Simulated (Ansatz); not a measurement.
**hcp Sc**

Computed with PBE0-D3(BJ) (PAW; Ansatz, a program for electronic structure).

Numerical settings: plane-wave cutoff 460 eV, 9×9×6 k mesh (along the axes of the cell as run), Fermi–Dirac smearing 0.05 eV, scalar-relativistic PAW data made under PBE.

Cell (relaxed at this level):

```xyz
2
Lattice="1.6427 -2.8452 0.0000 1.6427 2.8452 0.0000 0.0000 0.0000 5.1014" Properties=species:S:1:pos:R:3 pbc="T T T"
Sc     1.6427     0.9484     1.2753
Sc     1.6427    -0.9484     3.8260
```

| Item | Result |
|---|---|
| lattice parameter a | 3.285 Å |
| lattice parameter c | 5.101 Å |

Measured, for comparison: lattice constant a 3.309 Å, lattice parameter c 5.268 Å (293 K, not corrected to a static lattice; as tabulated in Wikipedia's data pages). Computed (rounded) less measured: lattice constant a -0.7 %, lattice parameter c -3.2 %. A static lattice is as a rule a little smaller and stiffer than an uncorrected measurement, which narrows the difference in the lattice constant a and would widen misses of the other sign.

Cost on a shared machine: roughly 28 core-minutes.
